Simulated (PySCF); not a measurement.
An unknown shows these calculated signals:

1H NMR (400 MHz, computed): δ 9.29 (s, 2H).

13C{1H} NMR (computed): δ 187.5 (C), 172.3 (CH).

- PBE0-D3(BJ)/def2-TZVP structure
- shieldings: GIAO PBE0/pcSseg-2
- run in PySCF 2.14
- rapidly exchanging positions averaged, non-relativistic, no solvent, one computed conformer

Referencing at the same level of theory: 1H (σ = 31.52 ppm), 13C (σ = 186.03 ppm) vs TMS.

Problem. Which of these does the molecule contain: an N-methyl group, an NH or NH2 group, a three-membered ring, a methoxy group?

Solution. 
- An N-methyl group: no.
- An NH or NH2 group: no.
- A three-membered ring: yes.
- A methoxy group: no.

The data belong to `C1(=S)C=C1`, C₃H₂S; they needn't prove each group on their own.

Carbon signals by region: 2 in the far downfield region (above 160 ppm). Above 160 ppm: 187.5, unsaturated ring carbon, 172.3, unsaturated ring CH.

Shifts are as computed. Against solution values, carbons near 30 ppm lie about +3 ppm off and those near 130 ppm about +9 ppm. Of 1211 compounds with measured shifts, 218 miss one by over three times the rms of a fit or turn the order of signals round; such compounds aren't used in these exercises.
